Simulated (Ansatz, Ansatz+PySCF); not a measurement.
```yaml
atoms:
  - { symbol: C, position_ang: [0.0000, 0.0000, -0.1770] }
  - { symbol: H, position_ang: [0.0000, 0.0000, 1.0620] }
```

RHF on singlet CH(+) was run in several spherical basis sets with Ansatz (development build ahead of 0.2.0).

(1) Rank the basis sets by the total energy that they give, lowest first, with the distance from the lowest.
A. cc-pVDZ
B. def2-TZVP
C. cc-pVTZ
D. def2-SVP
E. 6-31G(d)

Answers

(1) B (0.00 eV), C (0.01 eV), A (0.18 eV), E (0.40 eV), D (1.35 eV).

Totals follow the description of the cores as much as that of the bonds, so this order isn't one of quality for chemistry.
